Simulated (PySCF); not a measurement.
Compound: CFCl3.
SMILES: `FC(Cl)(Cl)Cl`

Computed, not measured: B97-2/6-31G* in PySCF (dipole) on a GFN2-xTB geometry, gas phase.

Take the most abundant isotopes and a rigid rotor. 

Task: Give the principal moments of inertia and the rotational constants in GHz.

Result: Ia = 206.75, Ib = 206.79, Ic = 295.71 u·Å²; 505379 MHz·u·Å²/I gives 2444, 2444 and 1709 MHz, that is A = 2.4444, B = 2.4439, C = 1.7091 GHz.

Task: Classify the top.

Result: An oblate symmetric top, as the point group C3v requires two equal moments: κ = (2 × 2444 − 2444 − 1709)/(2444 − 1709) = 1.00.

Task: What does the inertial defect say?

Result: Not planar: Δ = Ic − Ia − Ib = -117.84 u·Å². For a rigid frame Δ = −2 Σ m c², so Σ m c² = 58.92 u·Å² lies off the ab plane. The atom farthest from that plane is 1.59 Å away.

Task: Where do the R-branch lines fall?

Result: The dipole of 0.22 D lies along the symmetry axis, so ΔK = 0 and J+1 ← J falls at 2B(J+1) for every K: 4.89 GHz, 9.78 GHz, 14.66 GHz, 19.55 GHz, 24.44 GHz for J = 0 to 4.

Task: Estimate the classical rotational partition function at 50 K, 298.15 K and 500 K.

Result: Point group C3v, symmetry number σ = 3; q = (√π/σ)·√((kT/h)³/(ABC)), k/h = 20836.6 MHz/K: 6220 at 50 K, 90500 at 298.15 K, 197000 at 500 K.

GFN2-xTB frequencies: not computed here. No vibrational averaging or centrifugal distortion is included, and the geometry carries the error of its method.
